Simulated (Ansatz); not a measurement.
Structure relaxation of Ti

Method: DFT PBEsol, scalar-relativistic, plane waves, PAW (Ansatz). Cutoff 420 eV, Γ-centred k mesh, Gaussian smearing, no spin polarisation in the final step.

Ti was placed on the alpha-gallium structure type (Cmce, No. 64), at a guessed volume.

```xyz
4
Lattice="2.1944 -3.7190 0.0000 2.1944 3.7190 0.0000 0.0000 0.0000 4.3945" Properties=species:S:1:pos:R:3 pbc="T T T"
Ti    2.1944    2.5847    0.3450
Ti    2.1944   -1.1343    1.8523
Ti    2.1944   -2.5847    4.0496
Ti    2.1944    1.1343    2.5422
```

Cell and atoms relax at zero pressure; the relaxation can't lower the symmetry of the start. After a coarse first stage the cell is made exact in the group found at 0.06 Å.

Energies count from the standard state of Ti at the same level.

(1) What does it relax into?

(2) What are its volume, energy, density and gap?

Results:

(1) It ends in Fmmm (No. 69). Conventional cell: a = 3.693 Å, b = 4.001 Å, c = 9.641 Å. Ti has 9 Ti at 2.68–2.87 Å.

```
Ti
1.0
     0.00000    2.00041    4.82035
     1.84673    0.00000    4.82035
     1.84673    2.00041    0.00000
Ti
2
Direct
  0.85106 0.85106 0.14894
  0.14894 0.14894 0.85106
```

(2) The volume per atom is 17.81 Å³. The density is 4.46 g/cm³ and the energy over the standard structure is 0.23 eV/atom. The gap on the 22×22×22 mesh is 0 eV (a metal).

The final run used a 22×22×22 mesh on its 2-atom cell and 0.10 eV smearing. For metals, differences of a few meV/atom aren't resolved. Symmetry constrained the relaxation, so the result can be a saddle point.

This form isn't the element's structure at ambient conditions.